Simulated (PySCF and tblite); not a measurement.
Values are calculated unless marked as measured or tabulated.
Dynamics report: Berry pseudorotation

System: PF5, with the starting minimum (Å):

```
 1 P     0.001    0.000   -0.004
 2 F    -0.015   -0.006    1.590
 3 F     0.021    0.006   -1.597
 4 F     1.570    0.013    0.015
 5 F    -0.798    1.350   -0.008
 6 F    -0.776   -1.362   -0.018
```

Motion: Berry pseudorotation at P1 with F6 as pivot. Geometries: PBE0-D3(BJ)/def2-SVP; energies: PBE0/pcSseg-2 + D3(BJ); zero-point and thermal terms from GFN2-xTB harmonic modes (soft modes blended into free rotors). Rate constants are transition-state-theory values, counting equivalent paths, without tunnelling. Run with tblite and PySCF.

| point | symmetry | E(GFN2) kcal/mol | E(DFT) kcal/mol | ZPE change kcal/mol | lowest mode cm⁻¹ | dipole D |
| --- | --- | --- | --- | --- | --- | --- |
| start | D3h | 0.0 | 0.0 | 0.00 | 120 | 0.00 |
| saddle | C4v | 2.0 | 4.0 | -0.09 | 82i | 0.18 |
| end | D3h | 0.0 | 0.0 | 0.00 | 119 | 0.00 |

| Item | Value |
| --- | --- |
| Electronic barrier | 4.0 kcal/mol |
| Barrier with zero-point energy | 3.9 kcal/mol |
| ΔH‡ (298 K) | 3.4 kcal/mol |
| ΔS‡ (298 K, symmetry apart) | -3.9 cal/(mol K) |
| Paths | 3 equivalent paths |
| End point | the same structure with atoms interchanged, or its mirror image |
| Mean lifetime of the start against this motion at 298 K | 120 ps |
| Cost | 100 s on 1 thread of AMD EPYC, on a host shared with other jobs (rough), peak memory 0.83 GiB, launched as `OMP_NUM_THREADS=1 python ens_run.py task.json out` |

```
T/K  ΔG‡ kcal/mol     k s⁻¹
150           4.1   8.8×10⁶
200           4.3   2.7×10⁸
250           4.4   2.2×10⁹
298           4.6   8.3×10⁹
350           4.8  2.4×10¹⁰
400           4.9  5.1×10¹⁰
500           5.3  1.5×10¹¹
```

ΔG and ΔG‡ leave out symmetry numbers and mirror images; rates count paths: 3 out.
